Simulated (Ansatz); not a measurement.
```yaml
crystal:
  periodic: [false, false, false]
  atoms:
    - {symbol: Ga, position_ang: [0.000000, 0.000000, -0.192617]}
    - {symbol: As, position_ang: [0.000000, 0.000000, 2.079208]}
    - {symbol: H, position_ang: [0.000000, 0.000000, -1.886590]}
basis:
  gaussian: {orbitals: def2-TZVP}
magnetization: {spin_polarized: true, initial_magnetization: 1}
hamiltonian: {xc: pbe0}
relax: {f_tol: 0.004, max_steps: 80}
```

```sh
$ ansatz run in.yaml --threads 1 --pin off --events-out ev --progress --plain --max-ram 2176MiB
```

Steps of the relaxation (energy above the last step; positions in Å, forces in eV/Å):

```
3
step 1, 129.1 meV
Ga    0.000    0.000   -0.193    0.000    0.000   -0.828
As    0.000    0.000    2.079    0.000    0.000   -0.646
H     0.000    0.000   -1.887    0.000    0.000    1.474
```

```
3
step 2, 1.9 meV
Ga    0.000    0.000   -0.229    0.000    0.000    0.318
As    0.000    0.000    1.999    0.000    0.000   -0.095
H     0.000    0.000   -1.770    0.000    0.000   -0.224
```

```
3
step 3, 0.0 meV
Ga    0.000    0.000   -0.222    0.000    0.000   -0.022
As    0.000    0.000    1.999    0.000    0.000    0.019
H     0.000    0.000   -1.778    0.000    0.000    0.002
```

```
3
step 4, 0.0 meV
Ga    0.000    0.000   -0.222    0.000    0.000    0.000
As    0.000    0.000    2.000    0.000    0.000   -0.001
H     0.000    0.000   -1.778    0.000    0.000    0.000
```

Close pairs at the end: Ga1–H3 1.556 Å, Ga1–As2 2.222 Å.

A stationary point of unrestricted PBE0 after 4 steps, with ⟨S²⟩ = 0.756 against 0.75 for a pure state; no frequencies were run, so it isn't proven a minimum. 22 s on 1 thread of Intel Xeon 6975P-C, shared host.
